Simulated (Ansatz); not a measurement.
# C3H4OS: a ladder of functionals and wavefunction methods

One table from this session's results is given with a row withheld; the runs are named, their logs left out.

Program: Ansatz 0.2.0, Gaussian basis. Level of theory: functionals in def2-TZVPP, the program's frozen cores in correlated methods. These are calculated values, not measurements.

Plan: LDA (SPW92), PBE-D4, revPBE-D4, BLYP-D4, r2SCAN-D4, B97M-V, PBE0-D4, B3LYP-D4, r2SCANh-D4, r2SCAN0-D4, HSE06-D4, BHLYP-D4, CAM-B3LYP-D4, LC-ωPBE, ωB97X-V, ωB97M-V, B2PLYP, PBE-QIDH; CCSD(T)/def2-SVP; CCSD(T)/def2-TZVPP; MP2/def2-QZVPP; extrapolation to the limit; RPA on PBE.

## The relaxed structure

An earlier PBE0-D4 in a triple-zeta def2 set relaxation fixed the geometry.

9 atoms, charge 0, spin multiplicity 1.

Atoms are counted from 1 here; the program's logs count them from 0.

Bond lengths: C1–C2 1.328 Å, C1–H6 1.085 Å, C1–H7 1.083 Å, C2–C3 1.463 Å, C2–H8 1.086 Å, C3–O4 1.334 Å, C3–S5 1.633 Å, O4–H9 0.969 Å. Angles: C2–C1–H6 120.5°, C2–C1–H7 121.0°, H6–C1–H7 118.5°, C1–C2–C3 123.6°, C1–C2–H8 121.2°, C3–C2–H8 115.2°, C2–C3–O4 110.5°, C2–C3–S5 127.1°, O4–C3–S5 122.4°, C3–O4–H9 106.9°.

The first run:

Input file in.yaml:

```yaml
crystal:
  periodic: [false, false, false]
  atoms:
    - {symbol: C, position_ang: [1.292293, -0.144557, -0.947127]}
    - {symbol: C, position_ang: [0.373893, -0.541035, -0.073161]}
    - {symbol: C, position_ang: [-0.698579, 0.322262, 0.420287]}
    - {symbol: O, position_ang: [-1.469664, -0.338499, 1.285899]}
    - {symbol: S, position_ang: [-0.975403, 1.879925, 0.015542]}
    - {symbol: H, position_ang: [1.278657, 0.866948, -1.338499]}
    - {symbol: H, position_ang: [2.069369, -0.818916, -1.285070]}
    - {symbol: H, position_ang: [0.375682, -1.550168, 0.326803]}
    - {symbol: H, position_ang: [-2.157750, 0.277840, 1.578026]}
basis:
  gaussian: {orbitals: def2-TZVPP}
hamiltonian: {xc: lda}
output: {orbitals: {seedname: orbitals}}
```

Command:

```sh
$ ansatz run in.yaml --threads 2 --pin off --events-out ev --progress --plain --max-ram 4352MiB
```

Steps of the session up to this table: LDA; PBE-D4 (GGA); revPBE-D4 (GGA); BLYP-D4 (GGA); r2SCAN-D4 (meta-GGA); B97M-V (meta-GGA); B3LYP-D4 (hybrid); r2SCANh-D4 (hybrid); r2SCAN0-D4 (hybrid); HSE06-D4 (hybrid); BHLYP-D4 (hybrid); CAM-B3LYP-D4 (range-separated); LC-ωPBE (range-separated); ωB97X-V (range-separated); ωB97M-V (range-separated); B2PLYP (double hybrid); PBE-QIDH (double hybrid).

One of the session's tables, all rows but one given; the rest of the session is left out.

It belongs to the step «Frontier levels by functional». 

```
  functional  HOMO (eV)  LUMO (eV)  gap (eV)
 LDA (SPW92)      -5.77      -3.37      2.40
      PBE-D4      -5.59      -3.14      2.45
   revPBE-D4      -5.52      -3.06      2.46
     BLYP-D4      -5.42      -2.99      2.43
   r2SCAN-D4      -5.81      -3.06      2.75
      B97M-V      -5.85      -2.97      2.88
     PBE0-D4      -6.81      -2.30      4.51
    B3LYP-D4      -6.56      -2.49      4.07
  r2SCANh-D4      -6.27      -2.74      3.53
  r2SCAN0-D4      -6.96      -2.26      4.70
    HSE06-D4      -6.41      -2.68      3.73
    BHLYP-D4          ?          ?         ?
CAM-B3LYP-D4      -8.14      -1.20      6.94
     LC-ωPBE      -9.54      -0.15      9.39
     ωB97X-V      -9.16      -0.16      9.00
     ωB97M-V      -9.01      -0.20      8.81
```

**Question.** Estimate the row for BHLYP-D4.

Worked estimate for «HOMO (eV)». Against the share of exact exchange, BLYP-D4 (0, -5.42), B3LYP-D4 (0.2, -6.56) give a slope of -5.70 per unit share; at 0.5 the line stands at -8.27.

As computed: HOMO (eV): -7.87; LUMO (eV): -1.29; gap (eV): 6.58. In «HOMO (eV)» the line misses by -0.40.
